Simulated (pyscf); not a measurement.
Optimised with ωB97X-D3(BJ)/def2-SVP in PySCF.

Q: Estimate the classical barrier height and the reaction energy of HO–AlH₂ (SMILES [OH][AlH2]) + H• (SMILES [H]) -> •O–AlH₂ (SMILES [O][AlH2]) + H₂ (SMILES [H][H]) at PBE/def2-TZVP. The step runs on the doublet surface, breaks H–O and forms H–H; take the separated reactants as zero.

A: ΔE‡ = 58.4 kJ/mol, ΔE = +67.5 kJ/mol. ωB97M-D3(BJ)/def2-TZVP gives 82.0 kJ/mol and +64.9 kJ/mol. Zero-point energy shifts the barrier by -3.5 kJ/mol. It is a hydrogen abstraction, with an imaginary mode of 922i cm⁻¹. At PBE this geometry lies under the product side: in single points on another level's saddle the reverse barrier vanishes, and the forward threshold there is about the reaction energy. The same reactants have a lower exit, to [HO–AlH]• + H₂ (barrier +13.5 kJ/mol at ωB97M-D3(BJ)/def2-TZVP, against +82.0 kJ/mol here). •O–AlH₂ lies 143.4 kJ/mol over its isomer [HO–AlH]• (electronic energy, ωB97M-D3(BJ)/def2-TZVP). This is the saddle that the search found; another between the same sides may lie lower. The angle at the transferred H is 158°.
